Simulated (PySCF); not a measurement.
Compound: C2H2F2O.
InChI=1S/C2H2F2O/c3-2(4)1-5-2/h1H2

The closed-shell ground state was solved at several levels (PySCF, density fitting, gas phase, non-relativistic). Geometry: PBE0-D3(BJ)/def2-SVP; no solvent, vibrations or thermal averaging.

```json
{"level": "PBE0/def2-SVPD", "basis functions": "125", "total energy (Eh)": "-351.6824", "HOMO (eV)": "-9.55", "LUMO (eV)": "0.76", "gap (eV)": "10.31", "dipole (D)": "2.44"}
{"level": "PBE0/pcSseg-1", "basis functions": "95", "total energy (Eh)": "-351.8955", "HOMO (eV)": "-9.39", "LUMO (eV)": "1.59", "gap (eV)": "10.98", "dipole (D)": "2.39"}
{"level": "B97-2/pcSseg-2", "basis functions": "208", "total energy (Eh)": "-352.3165", "HOMO (eV)": "-9.17", "LUMO (eV)": "0.82", "gap (eV)": "9.99", "dipole (D)": "2.36"}
```

Task: What might B3LYP/pcJ-1 (155 basis functions) give for the same quantities?

Result: Total energy -352.2808 Eh, HOMO -9.09 eV, LUMO 1.25 eV, gap 10.34 eV, dipole 2.41 D.

Task: Over all these levels, which gives the widest orbital gap and which the narrowest?

Result: PBE0/pcSseg-1 (global hybrid, 25 % exact exchange) has the widest, 10.98 eV, and B97-2/pcSseg-2 (global hybrid, 21 % exact exchange) the narrowest, 9.99 eV. Functional and basis both differ between the two, so the spread mixes both effects.

Task: How far do the dipole and the HOMO energy spread over the levels?

Result: The dipole runs from 2.36 to 2.44 D (mean 2.40 D) and the HOMO from -9.55 to -9.09 eV.
